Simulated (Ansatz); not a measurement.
Reaction (SMILES): FOF → 2 F atom + O atom
B3LYP-D3(BJ)/def2-TZVP geometries, fixed; electronic energies without zero-point terms.

Basis-set convergence of the atomisation energy at PBE with Ansatz (a quantum-chemistry and plane-wave program). All functions are spherical. The program fits the integrals of some runs and decomposes those of others, by size. Open shells are unrestricted. No added dispersion term, no relativity. Functions are those of the species that has most. Reference: the value in aug-pcseg-3, 123.92 kcal/mol, itself unsure by roughly 0.23 kcal/mol (its mean distance from aug-cc-pVQZ, cc-pV5Z, def2-QZVPPD).

```csv
basis,functions,atomisation energy (kcal/mol)
STO-3G,15,183.09
6-31G,27,100.95
pcseg-1,42,[?]
aug-cc-pVDZ,69,121.62
aug-pcseg-1,69,120.88
"6-311++G(2d,2p)",81,121.21
cc-pVTZ,90,125.19
pcseg-2,90,123.58
def2-TZVPP,93,[?]
aug-cc-pVTZ,138,[?]
aug-pcseg-2,138,[?]
def2-QZVPPD,198,123.35
cc-pV5Z,273,123.83
```

Q: Fill in the missing entries.

A: 
- pcseg-1, atomisation energy (kcal/mol): 119.32
- def2-TZVPP, atomisation energy (kcal/mol): 123.72
- aug-cc-pVTZ, atomisation energy (kcal/mol): 123.65
- aug-pcseg-2, atomisation energy (kcal/mol): 123.98
